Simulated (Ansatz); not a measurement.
Energy needed to pull apart C$_{2}$H$_{3}$NO (SMILES NC1=CO1), closed shell, into free ground-state atoms, from the structure below (at a frame of a short PBE0-D4/def2-SVP trajectory); no zero-point or spin–orbit terms; open-shell atoms are treated unrestricted, in their ground-state multiplicity.

```json
{"atom": "N1", "x (Å)": "-0.7279", "y (Å)": "0.8946", "z (Å)": "-0.2502"}
{"atom": "C2", "x (Å)": "-0.0141", "y (Å)": "-0.1922", "z (Å)": "0.0326"}
{"atom": "C3", "x (Å)": "1.2504", "y (Å)": "-0.7438", "z (Å)": "0.1520"}
{"atom": "O4", "x (Å)": "-0.1846", "y (Å)": "-1.4388", "z (Å)": "-0.2189"}
{"atom": "H5", "x (Å)": "-1.7807", "y (Å)": "0.8857", "z (Å)": "-0.5156"}
{"atom": "H6", "x (Å)": "-0.2168", "y (Å)": "1.7179", "z (Å)": "-0.1004"}
{"atom": "H7", "x (Å)": "1.5515", "y (Å)": "-1.0035", "z (Å)": "1.2433"}
```

Program: Ansatz 0.2.0. Basis: def2-TZVPP. Cores are frozen in the correlated methods.

| method | atomization energy (kJ/mol) |
| --- | --- |
| PBE-D4 | ? |
| r2SCAN-D4 | ? |
| PBE0-D4 | 2689 |
| wB97M-V | 2672 |
| HF | 1628 |
| MP2 | 2631 |
| CCSD | 2473 |
| CCSD(T) | 2547 |

Problem. What does r2SCAN-D4 give? (To be estimated.)

Solution. The calculation gives: 2676 kJ/mol, which is about 128 kJ/mol more than CCSD(T)/def2-TZVPP.

Problem. What does PBE-D4 give? (Judge from chemistry; the value comes from the calculation.)

Solution. Computed: 2819 kJ/mol, which is about 272 kJ/mol more than CCSD(T)/def2-TZVPP.

In triple zeta the MP2 and coupled-cluster atomization energies are still short of their basis limit by a few kcal/mol a bond, whereas those of the functionals are nearly converged, so these differences are not deviations from converged CCSD(T).

No T1 diagnostic of these runs exceeds 0.021.

For scale, one of the runs: CCSD(T)/def2-TZVPP forces, 166 basis functions, launched by `ansatz run in.yaml --threads 2 --pin off --events-out ev --progress --plain --max-ram 3481MiB`. Hardware: 2 CPU threads of an Intel Xeon, shared host. Wall time 6.5 min; peak host memory 2.6 GiB.
